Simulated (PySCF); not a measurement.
Geometries of 3 isomers of C4H6S, from PBE0-D3(BJ)/def2-SVP geometry optimisation, gas phase in PySCF. One conformer each, no zero-point energy, no frequencies.

Task: Which is lowest in electronic energy at this level?
A.
```xyz
11
angstrom
C      2.647    0.072    0.410
C      1.702   -0.381   -0.210
S      0.442   -1.023   -1.124
C     -0.987   -0.690   -0.032
C     -1.262    0.781    0.191
H      3.484    0.468    0.953
H     -1.819   -1.187   -0.556
H     -0.822   -1.228    0.913
H     -1.463    1.296   -0.760
H     -2.137    0.910    0.848
H     -0.402    1.271    0.670
```
B.
```xyz
11
angstrom
C     -1.353    0.356    1.041
C     -0.855   -0.701    0.382
C      0.406   -0.712   -0.362
C      1.222    0.544   -0.406
S      0.890   -2.081   -1.117
H     -0.842    1.322    1.076
H     -2.304    0.285    1.575
H     -1.399   -1.650    0.373
H      1.516    0.849    0.612
H      0.636    1.374   -0.833
H      2.124    0.394   -1.009
```
C.
```xyz
11
angstrom
C      2.014    0.107    0.305
S      1.043   -1.361    0.724
C     -0.540   -0.801    0.393
C     -1.829   -0.992    0.348
C     -1.355    0.367   -0.075
H      1.737    0.957    0.942
H      3.063   -0.157    0.492
H      1.892    0.371   -0.754
H     -2.693   -1.631    0.493
H     -1.341    0.642   -1.144
H     -1.490    1.235    0.592
```

Result: B. That is `C=CC(C)=S`, 26.6 kcal/mol below the next.

| SMILES | atoms numbered as above | E (Eh) | relative (kcal/mol) | relative (kJ/mol) | dipole (D) |
| --- | --- | --- | --- | --- | --- |
| C=CC(C)=S | [CH2:1]=[CH:2][C:3]([CH3:4])=[S:5] | -553.62900 | 0.0 | 0.0 | 2.92 |
| C#CSCC | [CH:1]#[C:2][S:3][CH2:4][CH3:5] | -553.58658 | 26.6 | 111.4 | 1.77 |
| CSC1=CC1 | [CH3:1][S:2][C:3]1=[CH:4][CH2:5]1 | -553.57397 | 34.5 | 144.5 | 1.31 |

As drawn, the lowest has a C=S bond, which the highest lacks; the highest has a three-membered ring, which the lowest lacks.
